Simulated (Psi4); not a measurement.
# CH3FSi (SMILES F[C][SiH3]): UPBE/6-311+G(d,p) (sweep point 6)

What is the vertical electron affinity of CH3FSi at UPBE/6-311+G** (sweep point 6)? Input form: a Python script.

Program for the calculation: Psi4 1.11.

4 further runs of the same task are left out: 4 set aside as unsound or not needed.

## Step 1: The molecule

The species is CH3FSi (6 atoms), meant as a triplet with charge 0. As SMILES, `F[C][SiH3]`. Geometry: relaxed at GFN2-xTB.

Bond lengths: F1–C2 1.318 Å, C2–Si3 1.844 Å, Si3–H4 1.469 Å, Si3–H5 1.456 Å, Si3–H6 1.470 Å. Angles: F1–C2–Si3 128.5°, C2–Si3–H4 110.9°, C2–Si3–H5 103.6°, C2–Si3–H6 110.8°, H4–Si3–H5 111.6°, H4–Si3–H6 108.3°, H5–Si3–H6 111.7°.

## Step 2: A single-point energy at UPBE/6-311+G(d,p) (sweep point 6)

calc.py reads:

```python
import psi4

psi4.set_memory('1600 MB')
psi4.set_num_threads(1)
psi4.core.set_output_file('output.dat', False)

molecule = psi4.geometry("""
0 3
F      0.224090    -1.972460     1.187430
C      0.716820    -1.061660     0.372510
Si    -0.092860     0.468300    -0.264490
H     -1.296310     0.138890    -1.040580
H      0.933630     1.077090    -1.098720
H     -0.485360     1.349840     0.843840
symmetry c1
""")

psi4.set_options({
    'basis': '6-311+G**',
    'reference': 'uks',
    'puream': True,
    'scf_type': 'pk',
    'dft_radial_points': 99,
    'dft_spherical_points': 590,
    'maxiter': 150,
})

result = psi4.energy('pbe', molecule=molecule)
print(f'pbe energy: {result:.10f} Eh')
```

On the command line:

```sh
$ python calc.py
```

output.dat:

```text
[...]
  Running in c1 symmetry.
[...]
  Nuclear repulsion =   92.501436336060181
[...]
  Multiplicity = 3
[...]
  Nalpha       = 17
  Nbeta        = 15
[...]
    Number of basis functions: 92
[...]
   @UKS iter   1:  -428.69237088908778   -2.29752e-01   6.07750e-03 DIIS/ADIIS
[...]
   @UKS iter   9:  -428.84632073801373   -6.31597e-08   9.47242e-07 DIIS
[...]
   @S^2 Observed:                2.004692719E+00
[...]
    Orbital Energies [Eh]
    ---------------------
    Alpha Occupied:
       1A    -65.405128     2A    -24.313600     3A     -9.986887
       4A     -5.065840     5A     -3.477406     6A     -3.474990
       7A     -3.474869     8A     -1.177342     9A     -0.625187
      10A     -0.526297    11A     -0.448521    12A     -0.447857
      13A     -0.408615    14A     -0.332290    15A     -0.331828
      16A     -0.221979    17A     -0.186225
    Alpha Virtual:
      18A     -0.023844    19A     -0.011947    20A      0.002573
      21A      0.025494    22A      0.025831    23A      0.035226
      24A      0.036706    25A      0.057960    26A      0.074007
[...]
  @UKS Final Energy:  -428.84632073801373
   => Energetics <=
    Nuclear Repulsion Energy =             92.5014363360601806
    One-Electron Energy =                -776.7845500534916710
    Two-Electron Energy =                 292.9846649570571913
    DFT Exchange-Correlation Energy =     -37.5478719776394669
    Empirical Dispersion Energy =           0.0000000000000000
    VV10 Nonlocal Energy =                  0.0000000000000000
    Total Energy =                       -428.8463207380137305
[...]
 Multipole Moments:
 ------------------------------------------------------------------------------------
     Multipole            Electronic (a.u.)      Nuclear  (a.u.)        Total (a.u.)
 ------------------------------------------------------------------------------------
 L = 1.  Multiply by 2.5417464519 to convert [e a0] to [Debye]
 Dipole X            :          1.0921119           -1.2953166           -0.2032047
 Dipole Y            :         -4.9496579            5.3292994            0.3796415
 Dipole Z            :          2.7422320           -2.8992431           -0.1570111
 Magnitude           :                                                    0.4583364
[...]
```

On the terminal:

```text
pbe energy: -428.8463207380 Eh
```

It took 15 s on 1 thread of Intel Xeon Platinum 8488C (Sapphire Rapids), shared host; peak memory 0.72 GiB.

## Step 3: The doublet anion at the same level

ch3fsi.py reads:

```python
import psi4

psi4.set_memory(1600000000)
psi4.set_num_threads(1)
psi4.set_output_file('psi4.out', False)

m = psi4.geometry("""
-1 2
F      0.224090    -1.972460     1.187430
C      0.716820    -1.061660     0.372510
Si    -0.092860     0.468300    -0.264490
H     -1.296310     0.138890    -1.040580
H      0.933630     1.077090    -1.098720
H     -0.485360     1.349840     0.843840
symmetry c1
""")

psi4.set_options({
    'basis': '6-311+G**',
    'reference': 'uks',
    'puream': True,
    'scf_type': 'pk',
    'dft_radial_points': 99,
    'dft_spherical_points': 590,
    'maxiter': 150,
})

result = psi4.energy('pbe', molecule=m)
print(f'total energy {result:.8f} hartree = {result * 27.211386:.5f} eV')
for k, v in sorted(psi4.core.scalar_variables().items()):
    print(f'{k:45s} {v:18.10f}')
```

On the command line:

```sh
$ python ch3fsi.py
```

psi4.out:

```text
[...]
  Running in c1 symmetry.
[...]
  Nuclear repulsion =   92.501436336060181
[...]
  Multiplicity = 2
[...]
  Nalpha       = 17
  Nbeta        = 16
[...]
    Number of basis functions: 92
[...]
   @UKS iter   1:  -428.49158779535986   -2.89693e-02   8.81370e-03 ADIIS/DIIS
[...]
   @UKS iter  11:  -428.87199449479027   -2.65429e-08   5.89758e-07 DIIS
[...]
   @S^2 Observed:                7.572968698E-01
[...]
    Orbital Energies [Eh]
    ---------------------
    Alpha Occupied:
       1A    -65.186136     2A    -24.072207     3A     -9.710472
       4A     -4.847432     5A     -3.258010     6A     -3.257703
       7A     -3.255984     8A     -0.939423     9A     -0.382115
      10A     -0.307026    11A     -0.218241    12A     -0.209450
      13A     -0.171284    14A     -0.135311    15A     -0.135110
      16A      0.059637    17A      0.059776
    Alpha Virtual:
      18A      0.122529    19A      0.130982    20A      0.145338
      21A      0.146409    22A      0.176036    23A      0.201496
      24A      0.211229    25A      0.211332    26A      0.227360
[...]
  @UKS Final Energy:  -428.87199449479027
   => Energetics <=
    Nuclear Repulsion Energy =             92.5014363360601806
    One-Electron Energy =                -784.0072596488504360
    Two-Electron Energy =                 300.3910872921886721
    DFT Exchange-Correlation Energy =     -37.7572584741887667
    Empirical Dispersion Energy =           0.0000000000000000
    VV10 Nonlocal Energy =                  0.0000000000000000
    Total Energy =                       -428.8719944947902718
[...]
 Multipole Moments:
 ------------------------------------------------------------------------------------
     Multipole            Electronic (a.u.)      Nuclear  (a.u.)        Total (a.u.)
 ------------------------------------------------------------------------------------
 L = 1.  Multiply by 2.5417464519 to convert [e a0] to [Debye]
 Dipole X            :          0.4843823           -1.2953166           -0.8109343
 Dipole Y            :         -5.2989733            5.3292994            0.0303260
 Dipole Z            :          3.2406728           -2.8992431            0.3414297
 Magnitude           :                                                    0.8804024
[...]
```

On the terminal:

```text
total energy -428.87199449 hartree = -11670.20139 eV
CURRENT ENERGY                                   -428.8719944948
CURRENT REFERENCE ENERGY                         -428.8719944948
DD SOLVATION ENERGY                                 0.0000000000
DFT FUNCTIONAL TOTAL ENERGY                      -428.8719944948
DFT TOTAL ENERGY                                 -428.8719944948
DFT VV10 ENERGY                                     0.0000000000
DFT XC ENERGY                                     -37.7572584742
GRID ELECTRONS ALPHA                               17.0000000283
GRID ELECTRONS BETA                                15.9999999577
GRID ELECTRONS TOTAL                               32.9999999860
NUCLEAR REPULSION ENERGY                           92.5014363361
ONE-ELECTRON ENERGY                              -784.0072596489
PCM POLARIZATION ENERGY                             0.0000000000
PE ENERGY                                           0.0000000000
SCF ITERATION ENERGY                             -428.8719944948
SCF ITERATIONS                                     11.0000000000
SCF TOTAL ENERGY                                 -428.8719944948
TWO-ELECTRON ENERGY                               300.3910872922
XC GRID RADIAL POINTS                              99.0000000000
XC GRID SPHERICAL POINTS                          590.0000000000
XC GRID TOTAL POINTS                           338802.0000000000
```

Wall time 18 s (1 thread of Intel Xeon Platinum 8488C (Sapphire Rapids), shared host); peak memory 0.71 GiB.

## Step 4: Results

Level: UPBE/6-311+G** (sweep point 6).

| quantity | value |
| --- | --- |
| triplet CH3FSi: total energy | -428.84632 Eh |
| triplet CH3FSi: dipole moment | 1.16 D |
| triplet CH3FSi: HOMO energy (highest over α and β) | -5.07 eV |
| triplet CH3FSi: LUMO energy (lowest over α and β) | -3.58 eV |
| triplet CH3FSi: ⟨S²⟩ | 2.005 |
| doublet anion: total energy | -428.87199 Eh |
| doublet anion: HOMO energy (highest over α and β) | 1.99 eV |
| doublet anion: LUMO energy (lowest over α and β) | 3.11 eV |
| doublet anion: ⟨S²⟩ | 0.757 |
| vertical electron affinity (to the doublet anion) | 0.699 eV |

What this shows: At fixed nuclei the extra electron is bound by 0.70 eV (16.1 kcal/mol). The HOMO (doublet anion) lies at positive energy, 1.99 eV, as semi-local functionals often give for anions; only total energies tell whether the electron is bound.
